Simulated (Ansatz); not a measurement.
**CO (carbon monoxide) at PBE-QIDH/aug-cc-pVTZ**

What is the energy change on altering one bond length of CO (carbon monoxide) at PBE-QIDH/aug-cc-pVTZ? 

The calculation is run with Ansatz 0.2.0.

38 further runs of the same task are left out: 38 set aside as unsound or not needed.

**1. The molecule**

CO: 2 atoms, total charge 0, spin state singlet. SMILES: `[C-]#[O+]`. The shape is that of a PBE0-D4/def2-TZVP optimisation.

Bond lengths: C1–O2 1.123 Å.

**2. A single-point energy at PBE-QIDH/aug-cc-pVTZ**

job.yaml reads:

```yaml
crystal:
  periodic: [false, false, false]
  atoms:
    - {symbol: C, position_ang: [0.479900, -0.155100, 0.247200]}
    - {symbol: O, position_ang: [-0.479900, 0.155100, -0.247200]}
basis:
  gaussian:
    orbitals: aug-cc-pVTZ
accuracy: high
output:
  orbitals: {seedname: orbitals}
hamiltonian:
  xc: {name: PBE-QIDH}
correlation:
  frozen_orbitals: {C: 1, O: 1}
```

Run with:

```
$ ansatz run job.yaml --threads 1 --pin off --max-ram 3480MiB --events-out events.jsonl --progress --plain --runs-dir runs
```

Standard output:

```text
Warning: RAYON_NUM_THREADS=1 ignored (pool sized by the plan → 1); use --threads N
Functional definition: PBE-QIDH
  name "PBE-QIDH"
  parameter a = 3^(-1/3)
  parameter c = 1/3
  exchange = (1 - a)*pbe_x + a*exact_x
  correlation = (1 - c)*pbe_c + c*(mp2_os + mp2_ss)
1246 factors; integrals over basis functions are off by at most 3.0e-9 eV
mean field evaluation 1: about -3075.7261 eV, gradient 2.8e1 eV
mean field evaluation 2: about -3075.7265 eV, gradient 2.8e1 eV
mean field evaluation 4: about -3076.9930 eV, gradient 2.2e0 eV
mean field evaluation 8: about -3077.0040 eV, gradient 6.5e-3 eV
mean field evaluation 16: about -3077.0040 eV, gradient 2.0e-7 eV
mean field -3077.00397352 eV, -113.0778103588 hartree, gradient 2.1e-8 eV, S^2 0.000000; 0 other end points of the search recorded, 0 dependent functions left out
2 core orbitals not correlated: weight in the atoms' cores, before any rotation towards them, 1.000 or more for the frozen orbitals, at most 0.000 for the correlated occupied ones
reference -3077.00397460 eV, -113.0778103982 hartree; 5, 5 occupied and 85, 85 virtual orbitals, 1246 factors
second order -11.11128905 eV of doubles, -0.00000000 eV of singles
Total energy: -3080.70773761 eV, -113.2139211785 hartree
```

Run time: 2.4 s. Hardware: 1 thread of Arm Neoverse V2, shared host; peak memory 0.16 GiB.

**3. The distorted shape**

in.yaml reads:

```yaml
crystal:
  periodic: [false, false, false]
  atoms:
    - {symbol: C, position_ang: [1.247744, -0.403261, 0.642722]}
    - {symbol: O, position_ang: [-0.479900, 0.155100, -0.247200]}
basis:
  gaussian:
    orbitals: aug-cc-pVTZ
hamiltonian:
  xc: {name: PBE-QIDH}
correlation:
  frozen_orbitals: {C: 1, O: 1}
accuracy: high
output:
  orbitals: {seedname: orbitals}
```

Run with:

```
$ ansatz run in.yaml --threads 1 --pin off --max-ram 3480MiB --events-out events.jsonl --progress --plain --runs-dir runs
```

Standard output:

```text
Warning: RAYON_NUM_THREADS=1 ignored (pool sized by the plan → 1); use --threads N
[... 6 set-up lines as earlier in the session ...]
1265 factors; integrals over basis functions are off by at most 3.0e-9 eV
mean field evaluation 1: about -3048.0136 eV, gradient 7.4e1 eV
mean field evaluation 2: about -3048.0145 eV, gradient 7.4e1 eV
mean field evaluation 4: about -3064.3414 eV, gradient 1.4e1 eV
mean field evaluation 8: about -3065.1742 eV, gradient 2.1e0 eV
mean field evaluation 16: about -3065.2352 eV, gradient 1.8e-2 eV
mean field evaluation 32: about -3065.2128 eV, gradient 1.0e0 eV
mean field evaluation 64: about -3061.9316 eV, gradient 1.7e0 eV
mean field -3065.23524265 eV, -112.6453174762 hartree, gradient 9.3e-8 eV, S^2 0.000000; 4 other end points of the search recorded, 0 dependent functions left out; unrestricted orbitals would lower it
2 core orbitals not correlated: weight in the atoms' cores, before any rotation towards them, 1.000 or more for the frozen orbitals, at most 0.000 for the correlated occupied ones
reference -3065.23524374 eV, -112.6453175163 hartree; 5, 5 occupied and 85, 85 virtual orbitals, 1265 factors
second order -12.94881257 eV of doubles, -0.00000000 eV of singles
Total energy: -3069.55151459 eV, -112.8039375446 hartree
```

Wall time 4.2 s (1 thread of Arm Neoverse V2, shared host); peak memory 0.18 GiB.

**4. Results**

At PBE-QIDH/aug-cc-pVTZ, 2 core orbitals frozen:

```
                                                         quantity          value
                                        first shape: total energy  -113.21392 Eh
                   first shape: HOMO energy (SCF part's orbitals)      -13.52 eV
                   first shape: LUMO energy (SCF part's orbitals)        1.20 eV
                 first shape: HOMO–LUMO gap (SCF part's orbitals)       14.72 eV
                                    distorted shape: total energy  -112.80394 Eh
               distorted shape: HOMO energy (SCF part's orbitals)      -11.21 eV
               distorted shape: LUMO energy (SCF part's orbitals)       -3.08 eV
             distorted shape: HOMO–LUMO gap (SCF part's orbitals)        8.13 eV
energy change with the C1–O2 bond stretched from 1.123 to 2.022 Å      11.156 eV
```

**Reading.** With the C1–O2 bond stretched from 1.123 to 2.022 Å the energy rises by 11.16 eV (1076 kJ/mol). The first shape isn't relaxed at this level, so the change isn't measured from a minimum. A restricted reference can't describe the breaking bond well at this length. The restricted solution (distorted shape) is unstable to spin breaking: an unrestricted one lies lower.
